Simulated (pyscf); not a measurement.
Thermochemistry of product channels of propyne (HC≡C–CH₃) + chlorine (Cl–Cl) on the singlet surface, in kJ/mol, from CCSD(T)/def2-TZVPP + ΔMP2(QZVPP) energies (ideal gas, 1 atm, RRHO with modes under 100 cm⁻¹ raised to 100, one conformer, R ln 2 for rigid chiral ones). PySCF, gas phase, ωB97X-D3(BJ)/def2-SVP geometries. MP2 and CC: frozen core, UHF for open shells. ΔMP2 is the change of the MP2 total energy from the triple- to the quadruple-zeta basis.

| products | ΔE | ΔH(298 K) | ΔG(600 K) | ΔG(900 K) |
|---|---|---|---|---|
| chloromethane (H₃C–Cl) + HC≡C–Cl | -40.9 | -40.4 | -42.4 | -43.4 |
| H₃C–C(Cl)=CH–Cl | -238.6 | -229.0 | -143.2 | ? |
| H₃C–C≡C–Cl + hydrogen chloride (HCl) | -89.7 | -93.9 | -93.0 | -93.2 |
| H₂C=C=CH–Cl + hydrogen chloride (HCl) | ? | -106.4 | -110.4 | -113.3 |
| HC≡C–CH₂–Cl + hydrogen chloride (HCl) | ? | -100.7 | -104.9 | -107.9 |

Question: Fill in the missing entries.

Answer: 
- H₃C–C(Cl)=CH–Cl, ΔG(900 K): -100.9
- H₂C=C=CH–Cl + hydrogen chloride (HCl), ΔE: -99.4
- HC≡C–CH₂–Cl + hydrogen chloride (HCl), ΔE: -95.6

These are energies of the channels, which say nothing of barriers. The CCSD(T) − MP2 part came from Ansatz, without density fitting, on the same reference.
